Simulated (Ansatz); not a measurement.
# H5NSi: the cost of one run

The runs use Ansatz 0.2.0, Gaussian basis; PBE0-D4/def2-TZVP structures, single points in def2-TZVPP, no counterpoise correction.

Levels: SPW92, PBE-D4, BLYP-D4, r2SCAN-D4, B97M-V, PBE0-D4, B3LYP-D4, r2SCAN0-D4, BHLYP-D4, CAM-B3LYP-D4, wB97X-V, wB97M-V, B2PLYP, PBE-QIDH, RPA on PBE, Hartree-Fock, MP2, CCSD, CCSD(T).

Correlated methods freeze the cores. Orbitals are unrestricted. B3LYP uses VWN-RPA correlation. B2PLYP carries no dispersion term here.

94 further runs of the same task are left out: 94 set aside as unsound or not needed.

### 1 The starting structure

The complex: 11 atoms, charge 0, spin multiplicity 2.

Atoms are counted from 1 here; the program's logs count them from 0.

Bond lengths: H1–Si2 1.498 Å, Si2–N3 1.719 Å, Si2–H5 1.485 Å, Si2–H6 1.485 Å, N3–H7 1.007 Å, N3–H8 1.007 Å, Si4–H9 1.486 Å, Si4–H10 1.488 Å, Si4–H11 1.488 Å. Angles: H1–Si2–N3 115.5°, H1–Si2–H5 107.1°, H1–Si2–H6 107.2°, N3–Si2–H5 108.1°, N3–Si2–H6 108.0°, H5–Si2–H6 110.8°, Si2–N3–H7 119.6°, Si2–N3–H8 119.7°, H7–N3–H8 110.6°, H9–Si4–H10 110.9°, H9–Si4–H11 110.8°, H10–Si4–H11 110.4°.

Coordinates:

```xyz
11

H    -0.75922    1.09822    0.78516
Si    0.67545    1.42760    0.50649
N     1.66536    0.09955    0.04856
Si   -1.94185   -1.29211   -0.44087
H     0.68884    2.41766   -0.60035
H     1.24009    2.01558    1.74827
H     1.54043   -0.32581   -0.85611
H     1.91744   -0.59398    0.73436
H    -1.02877   -1.83876    0.59632
H    -1.17156   -0.64885   -1.53886
H    -2.82622   -2.35911   -0.98308
```

Its parts: SiNH₅ holds atoms 1, 2, 3, 5, 6, 7, 8; SiH₃ radical holds atoms 4, 9, 10, 11. Each part counts its atoms afresh in its own runs.

### 2 Relaxing SiNH₅ alone

relax-a/in.yaml reads:

```yaml
crystal:
  periodic: [false, false, false]
  atoms:
    - {symbol: H, position_ang: [-0.759221, 1.098218, 0.785157]}
    - {symbol: Si, position_ang: [0.675454, 1.427598, 0.506488]}
    - {symbol: N, position_ang: [1.665365, 0.099550, 0.048559]}
    - {symbol: H, position_ang: [0.688837, 2.417657, -0.600346]}
    - {symbol: H, position_ang: [1.240090, 2.015584, 1.748273]}
    - {symbol: H, position_ang: [1.540431, -0.325809, -0.856109]}
    - {symbol: H, position_ang: [1.917440, -0.593975, 0.734358]}
basis:
  gaussian: {orbitals: def2-TZVP}
hamiltonian: {xc: pbe0, dispersion: d4}
relax: {f_tol: 0.005, max_steps: 200}
```

Command:

```console
$ ansatz run in.yaml --threads 4 --pin off --events-out ev --progress --plain --max-ram 9574MiB
```

**Question.** How long does this run take on 4 threads of Intel Xeon at 2.50GHz, shared host?

About 6 s.
